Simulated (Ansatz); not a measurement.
# CMgN radical: one structure at several levels

The task here is to estimate one member of a computed series from the others.

The runs use Ansatz 0.2.0, Gaussian basis; single points in def2-TZVPP.

Cores are frozen in the correlated methods. The outer core shell of Li, Na, Mg and K is correlated. Orbitals are unrestricted.

## Starting geometry

SMILES `N#[C][Mg]`, 3 atoms, charge 0, spin multiplicity 2.

Atoms are counted from 1 here; the program's logs count them from 0.

Bond lengths: N1–C2 1.143 Å, C2–Mg3 1.926 Å. Angles: N1–C2–Mg3 142.1°.

Geometry (Å):

```xyz
3
CMgN
N    -0.4058    1.2540   -0.0805
C    -0.3167    0.1218   -0.2134
Mg    0.7911   -1.3806    0.2609
```

Set-up of the first run:

run/in.yaml reads:

```yaml
crystal:
  periodic: [false, false, false]
  atoms:
    - {symbol: N, position_ang: [-0.405800, 1.254000, -0.080500]}
    - {symbol: C, position_ang: [-0.316700, 0.121800, -0.213400]}
    - {symbol: Mg, position_ang: [0.791100, -1.380600, 0.260900]}
basis:
  gaussian: {orbitals: def2-TZVPP}
magnetization: {spin_polarized: true, initial_magnetization: 1}
correlation: {method: ccsd_t}
scf: {omitted_lower_state_checks: [cluster_reference]}
output: {forces: true}
```

No record of the launch command was kept for these runs.

Among the steps run: CCSD(T)/def2-TZVPP; PBE0-D4/def2-TZVPP; wB97M-V/def2-TZVPP; r2SCAN-D4/def2-TZVPP; PBE-D4/def2-TZVPP; SPW92/def2-TZVPP; CAM-B3LYP-D4/def2-TZVPP.

One of the session's tables, all rows but one given; the rest of the session is left out.

| method | RMS force component (eV/Å) | angle to CCSD(T) forces (°) | dipole (D) |
| --- | --- | --- | --- |
| CCSD(T) | 1.485 | reference | 4.17 |
| PBE0-D4 | 0.968 | 23.0 | 4.24 |
| wB97M-V | 0.948 | 29.9 | 4.52 |
| r2SCAN-D4 | ? | ? | ? |
| PBE-D4 | 1.456 | 0.8 | 4.12 |
| SPW92 | 1.092 | 6.9 | 4.27 |
| CAM-B3LYP-D4 | 0.824 | 40.5 | 4.39 |

**Question.** Estimate the row for r2SCAN-D4.

The run gave: RMS force component (eV/Å): 1.103; angle to CCSD(T) forces (°): 14.3; dipole (D): 4.25. In the column «RMS force component (eV/Å)» it lies between SPW92 (1.092) and PBE-D4 (1.456).
